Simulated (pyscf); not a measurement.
Hydrogen abstraction: `[CH3][SiH3]` + `[SiH3]` [doublet] → `[CH3][SiH2]` [doublet] + `[SiH4]`

Gas phase, doublet surface, charge 0. Bonds broken: Si1–H3. Bonds formed: Si2–H3. Single points on ωB97X-D3(BJ)/def2-SVP structures (PySCF, gas phase).

Transition state (Å):

```xyz
12

Si     0.7187    -0.3715    -0.0493
Si    -0.0721     3.0680     0.4041
H      0.4433     1.3884     0.1925
H      1.5838    -0.5855    -1.2523
H      1.3980    -0.9451     1.1553
H      1.1121     3.9520     0.6259
H     -0.9872     3.1466     1.5838
H     -0.8045     3.5060    -0.8235
C     -0.9960    -1.1157    -0.2929
H     -0.9423    -2.2050    -0.4514
H     -1.4925    -0.6679    -1.1685
H     -1.6284    -0.9305     0.5901
```

One imaginary mode, 1429i cm⁻¹; descent along it reached the two sides named.

```csv
bond,change,reactant side (Å),saddle,product side
Si1–H3,breaks,1.495,1.798,3.4
Si2–H3,forms,3.0,1.770,1.490
```

Electronic energies relative to the separated reactants (eV):

```csv
level,barrier,reaction energy,reverse barrier
ωB97X-D3(BJ)/def2-TZVP,0.36,+0.01,0.34
PBE/def2-TZVP,0.18,+0.01,0.17
r²SCAN/def2-TZVP,0.30,+0.03,0.27
B3LYP-D3(BJ)/def2-TZVP,0.29,+0.02,0.27
PBE0-D3(BJ)/def2-TZVP,0.25,+0.02,0.23
M06-2X/def2-TZVP,0.45,+0.03,0.43
ωB97M-D3(BJ)/def2-TZVP,0.42,+0.03,0.39
HF/def2-TZVP,1.01,+0.04,0.97
```

With ωB97M-D3(BJ)/def2-TZVP energies and thermal terms (ideal gas, 1 atm, RRHO with modes under 100 cm⁻¹ raised to 100, one conformer, R ln 2 for chiral ones without a mode under 150 cm⁻¹), in eV:

| T (K) | ΔH‡ | ΔG‡ | ΔH | ΔG |
|---|---|---|---|---|
| 298 | 0.34 | 0.67 | +0.04 | +0.04 |
| 600 | 0.38 | 0.98 | +0.04 | +0.04 |
| 900 | 0.42 | 1.27 | +0.04 | +0.04 |
| 1200 | 0.46 | 1.55 | +0.04 | +0.04 |

This is the saddle that the search found; another between the same sides may lie lower. The angle at the transferred H is 172°.
